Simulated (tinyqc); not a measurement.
Worked calculation: Hueckel theory of the pi electrons, for the molecule [CH2]C=C (SMILES; centres numbered as the heavy atoms are written). Computed by tinyqc, a small Python program that keeps every step. Settings: charge = 0. Command: `OMP_NUM_THREADS=1 python tinyqc.py 27009 27010 out.jsonl` (the two numbers bound the seeds that draw the settings). One thread of a shared host (Intel(R) Xeon(R) Processor @ 2.60GHz), about 0.01 s of CPU time with the checks.

## The Hueckel matrix

Centres:

| centre | z_r, pi electrons of the neutral centre | h |
|---|---|---|
| 1C | 1 | 0.000000 |
| 2C | 1 | 0.000000 |
| 3C | 1 | 0.000000 |

Bonds:

| i | j | k |
|---|---|---|
| 1 | 2 | 1 |
| 2 | 3 | 1 |

H_rr = alpha + h_r beta, H_rs = k_rs beta for bonded centres.

Hueckel matrix in units of beta (H = alpha + beta A):
```
          1C        2C        3C
1C  0.000000  1.000000  0.000000
2C  1.000000  0.000000  1.000000
3C  0.000000  1.000000  0.000000
```

## Orbitals

pi electrons, sum of z_r less the charge = 3

Diagonalise; E = alpha + x beta with beta < 0, so the largest x are filled first; degenerate levels share their electrons. P = sum n_i c_ri c_si; each orbital has its largest coefficient positive (the first on a tie).

x values: 1.414214  0.000000  -1.414214

occupations: 2.000000  1.000000  0.000000

coefficients:
```
         MO1        MO2        MO3
1C  0.500000   0.707107  -0.500000
2C  0.707107   0.000000   0.707107
3C  0.500000  -0.707107  -0.500000
```

charge and bond-order matrix P:
```
          1C        2C        3C
1C  1.000000  0.707107  0.000000
2C  0.707107  1.000000  0.707107
3C  0.000000  0.707107  1.000000
```

## Energy, charges, bond orders

E = sum n x; q_r = z_r - P_rr; bond order p = P_rs; free valence = sqrt(3) - sum of p over the bonds of the atom.

pi energy = 3 alpha + this times beta = 2.828427

pi charges: 1C 0.000000, 2C 0.000000, 3C 0.000000

Bond orders and lengths from R = 1.517 - 0.180 p (angstrom, C-C alone):

| bond | p | R |
|---|---|---|
| 1-2 | 0.707107 | 1.389721 |
| 2-3 | 0.707107 | 1.389721 |

free valence of the carbons: 1C 1.024944, 2C 0.317837, 3C 1.024944

gap between the highest filled and the next level = 1.414214 |beta|
